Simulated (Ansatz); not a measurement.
System: rutile TiO2. Method: LDA (PAW; Ansatz, a quantum-chemistry and plane-wave program).

Settings: plane-wave cutoff 520 eV, 8×8×12 k mesh (along the axes of the cell as run), Fermi–Dirac smearing 0.01 eV, no spin polarisation, scalar-relativistic PAW data made under PBE.

Cell (relaxed at this level):

```
CELL_PARAMETERS angstrom
      4.54820     0.00000     0.00000
      0.00000     4.54820     0.00000
      0.00000     0.00000     2.91718
ATOMIC_POSITIONS crystal
  Ti 0.00000 0.00000 0.00000
  Ti 0.50000 0.50000 0.50000
  O  0.30396 0.30396 0.00000
  O  0.80396 0.19604 0.50000
  O  0.19604 0.80396 0.50000
  O  0.69604 0.69604 0.00000
```

Q: Predict the bulk modulus B0, band gap and pressure derivative B′ of the bulk modulus.

A: 
- bulk modulus B0 = 242 GPa
- band gap = 1.86 eV (direct)
- pressure derivative B′ of the bulk modulus = 5.1

Measured, for comparison: bulk modulus 212 ± 1 GPa (room temperature, not corrected to a static lattice, adiabatic, from measured elastic constants, our sources range from 210 to 239; as tabulated in Elasticity of TiO2 rutile to 1800 K). Computed (rounded) less measured: bulk modulus not scored (sources differ).

Note: the bulk modulus comes from volumes at which shape and atoms were relaxed.

Computed values are for the static lattice.

Computing time: about 4 core-minutes (a rough figure).
